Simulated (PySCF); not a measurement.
System (SMILES): [SiH4] (SiH4).
Geometry (B3LYP-D3(BJ)/def2-TZVP, fixed):
```xyz
5

Si     0.0000     0.0000     0.0000
H      0.8756     0.8547     0.8331
H     -0.8222    -0.8655     0.8753
H     -0.8862     0.8545    -0.8220
H      0.8328    -0.8437    -0.8864
```

Basis-set convergence of the isotropic shielding of H2 at HF with PySCF. GIAO, no density fitting; atoms are numbered in the order shown. All functions are spherical. No added dispersion term, no relativity. Reference: the value in pcSseg-3, 28.29 ppm, itself unsure by roughly 0.04 ppm (its mean distance from cc-pCVQZ, pcseg-3, pcSseg-2). Deviations are taken from unrounded values.

| basis | functions | isotropic shielding of H2 (ppm) |
|---|---|---|
| 6-31G* | 26 | 28.89 |
| 6-31+G* | 30 | 28.86 |
| def2-SVP | 38 | 28.51 |
| def2-SVPD | 56 | 28.43 |
| pcseg-1 | 38 | 28.53 |
| aug-pcseg-1 | 63 | 28.55 |
| cc-pV(D+d)Z | 43 | 28.32 |
| aug-cc-pV(D+d)Z | 68 | 28.28 |
| 6-311G** | 50 | 28.54 |
| 6-311+G** | 54 | 28.53 |
| def2-TZVP | 61 | 28.36 |
| def2-TZVPD | 79 | 28.36 |
| pcseg-2 | 90 | 28.40 |
| aug-pcseg-2 | 142 | 28.35 |
| cc-pV(T+d)Z | 95 | 28.30 |
| aug-cc-pV(T+d)Z | 147 | 28.29 |
| def2-TZVPP | 98 | 28.30 |
| def2-TZVPPD | 116 | 28.30 |
| def2-QZVPP | 190 | 28.32 |
| def2-QZVPPD | 208 | 28.32 |

What the diffuse functions change, pair by pair:
- 6-31G* to 6-31+G*: 4 more functions, deviation 0.60 to 0.57 ppm
- def2-SVP to def2-SVPD: 18 more functions, deviation 0.22 to 0.14 ppm
- pcseg-1 to aug-pcseg-1: 25 more functions, deviation 0.24 to 0.26 ppm
- cc-pV(D+d)Z to aug-cc-pV(D+d)Z: 25 more functions, deviation 0.03 to 0.00 ppm
- 6-311G** to 6-311+G**: 4 more functions, deviation 0.25 to 0.25 ppm
- def2-TZVP to def2-TZVPD: 18 more functions, deviation 0.07 to 0.07 ppm
- pcseg-2 to aug-pcseg-2: 52 more functions, deviation 0.11 to 0.06 ppm
- cc-pV(T+d)Z to aug-cc-pV(T+d)Z: 52 more functions, deviation 0.01 to 0.00 ppm
- def2-TZVPP to def2-TZVPPD: 18 more functions, deviation 0.01 to 0.01 ppm
- def2-QZVPP to def2-QZVPPD: 18 more functions, deviation 0.03 to 0.03 ppm

They bring the value nearer the reference by more than 0.04 ppm in 2 of 10 pairs.
